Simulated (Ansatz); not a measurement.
Relaxation of CH4Si (6 atoms, charge 0, multiplicity 1), to a largest force component of 0.02 eV/Å in at most 40 steps.

These are results of UKS B3LYP-D4/def2-SVP (Ansatz), not measurements.

```xyz
6
Properties=species:S:1:pos:R:3
C -0.143 -0.385 -0.439
Si 0.769 0.344 1.063
H -1.200 -0.517 -0.218
H 0.267 -1.351 -0.716
H -0.058 0.278 -1.298
H 0.364 1.631 1.608
```

Task: Where does it end, and by what steps?

Result: It converged. After 6 steps the energy has fallen by 0.507 eV; H6 moved furthest, 0.39 Å.

| step | energy less start (eV) | largest force component (eV/Å) | accepted |
| --- | --- | --- | --- |
| 0 | 0.0000 | 2.097 | yes |
| 1 | -0.4385 | 0.282 | yes |
| 2 | -0.4877 | 0.462 | yes |
| 3 | -0.4808 | 0.402 | no |
| 4 | -0.4888 | 0.585 | yes |
| 5 | -0.5069 | 0.027 | yes |
| 6 | -0.5070 | 0.004 | yes |

```xyz
6
Properties=species:S:1:pos:R:3
C -0.095 -0.368 -0.373
Si 0.925 0.216 1.135
H -1.169 -0.417 -0.108
H 0.218 -1.347 -0.768
H -0.026 0.382 -1.185
H 0.147 1.533 1.299
```

Whether the end is a true minimum wasn't checked by a vibrational analysis.

The run took 26 s on 1 thread of Arm Neoverse N1, with other jobs on the host, peak memory 0.12 GiB.
